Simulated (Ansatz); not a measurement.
**CH5Al (triplet): wave-function methods side by side at distance Al1–H4 along a hydrogen transfer = 1.645 Å, cc-pVDZ**

How much of the correlation energy of CH5Al (triplet) does each wave-function method recover here?

Program: Ansatz 0.2.0, Gaussian basis. Level of theory: cc-pVDZ, core rule «outside noble gas», up to 6 orbitals frozen. These are calculated values, not measurements.

Plan: UHF; CCSD(T) on ROHF; CCSD(T) on UHF; BCCD(T) on ROHF; CISD; CCSDT(Q) on ROHF; CCSDT(Q) on UHF; CASSCF and NEVPT2, 4 electrons in 4 orbitals.

7 further runs of the same task are left out: 1 for a mislabelled method, 6 that didn't finish.

## Step 1: The geometry

The geometry derives from fragments relaxed apart (PBE0/def2-TZVP) and kept rigid, so it is no stationary point. A hydrogen atom is moved between rigid fragments.

7 atoms, charge 0, spin multiplicity 3.

Atoms are counted from 1 here; the program's logs count them from 0.

Bond lengths: Al1–H2 1.586 Å, Al1–H3 1.586 Å, Al1–H4 1.645 Å, C5–H6 1.079 Å, C5–H7 1.079 Å. Angles: H2–Al1–H3 120.0°, H2–Al1–H4 120.0°, H3–Al1–H4 120.0°, H6–C5–H7 134.8°.

Geometry (Å):

```xyz
7
CH5Al
Al   -1.00530    0.00000    0.00000
H    -1.79822    1.37338    0.00000
H    -1.79822   -1.37338    0.00000
H     0.63970    0.00000    0.00000
C     2.08670    0.00000    0.00000
H     2.50117    0.00000    0.99616
H     2.50117    0.00000   -0.99616
```

## Step 2: UHF

Input file in.yaml:

```yaml
crystal:
  periodic: [false, false, false]
  atoms:
    - {symbol: Al, position_ang: [-1.005300, 0.000000, 0.000000]}
    - {symbol: H, position_ang: [-1.798224, 1.373384, 0.000000]}
    - {symbol: H, position_ang: [-1.798224, -1.373384, 0.000000]}
    - {symbol: H, position_ang: [0.639700, 0.000000, 0.000000]}
    - {symbol: C, position_ang: [2.086700, 0.000000, 0.000000]}
    - {symbol: H, position_ang: [2.501168, 0.000000, 0.996161]}
    - {symbol: H, position_ang: [2.501168, 0.000000, -0.996161]}
basis:
  gaussian: {orbitals: cc-pVDZ}
magnetization: {spin_polarized: true, initial_magnetization: 2}
hamiltonian: {xc: hf}
output: {orbitals: {seedname: orbitals}}
```

The run is started by

```console
ansatz run in.yaml --threads 1 --pin off --events-out ev --progress --plain --max-ram 2393MiB
```

Further steps of the session: CCSD(T) on ROHF; CCSD(T) on UHF; BCCD(T) on ROHF; CISD; CCSDT(Q) on ROHF; CCSDT(Q) on UHF; CASSCF and NEVPT2, 4 electrons in 4 orbitals.

Q: Predict the results of all the runs planned. Wanted: UCCSDT(Q) below the RHF energy; RMP2 from UCCSDT(Q); UMP2 from UCCSDT(Q); RCCSD from UCCSDT(Q); RCCSD(T) from UCCSDT(Q); UCCSD(T) from UCCSDT(Q); RCCSDT(Q) from UCCSDT(Q); NEVPT2 pair from UCCSDT(Q); T1 diagnostic.

**Answer**, as computed:

| quantity | value |
| --- | --- |
| UCCSDT(Q) below the RHF energy | -6.7783 eV |
| RMP2 from UCCSDT(Q) | +1344.5 meV |
| UMP2 from UCCSDT(Q) | +1376.2 meV |
| RCCSD from UCCSDT(Q) | +166.7 meV |
| RCCSD(T) from UCCSDT(Q) | +34.8 meV |
| UCCSD(T) from UCCSDT(Q) | +35.5 meV |
| RCCSDT(Q) from UCCSDT(Q) | +0.8 meV |
| NEVPT2 pair from UCCSDT(Q) | +1342.7 meV |
| levels within 1 kcal/mol (43 meV) | RCCSD(T), UCCSD(T), BCCD(T), RCCSDT, UCCSDT, RCCSDT(Q) |
| T1 diagnostic | 0.026 |

**Reading.** RCCSD(T) lands +34.8 meV from the yardstick (0.5 % of the correlation energy). These misses are within one basis, not against nature; the frozen cores of restricted and unrestricted runs differ, which can shift their rows.
